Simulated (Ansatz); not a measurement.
Results of r²SCAN-D4 (Ansatz, a quantum-chemistry and plane-wave program, PAW) for chalcopyrite CdGeAs2.

Settings: plane-wave cutoff 560 eV, 8×8×8 k mesh, Fermi–Dirac smearing 0.01 eV, scalar-relativistic PAW data made under PBE.

Computed at the level's own relaxed cell.

### Question
Give the computed band gap, pressure derivative B′ of the bulk modulus, lattice parameter c, lattice constant a and volume per atom.

### Answer

band gap: 0.17 eV
pressure derivative B′ of the bulk modulus: 4.8
lattice parameter c: 11.243 Å
lattice constant a: 5.961 Å
volume per atom: 24.97 Å³/atom

Measured, for comparison: band gap 0.57 eV (temperature not stated, not corrected to a static lattice, direct; as tabulated in Rashkeev et al. (1999), arXiv:cond-mat/9809378); lattice parameter c 11.216 Å, lattice constant a 5.943 Å (298 K, not corrected to a static lattice; as tabulated in Abstract on Scilit: Piezoelectric nonlinear optic CuGaSe2 and CdGeAs2: Crystal …). Computed (rounded) less measured: lattice parameter c +0.2 %, lattice constant a +0.3 %.

Note: the bulk modulus comes from volumes at which shape and atoms were relaxed.

Spin–orbit coupling is not included.

Static lattice: no zero-point or thermal effects.
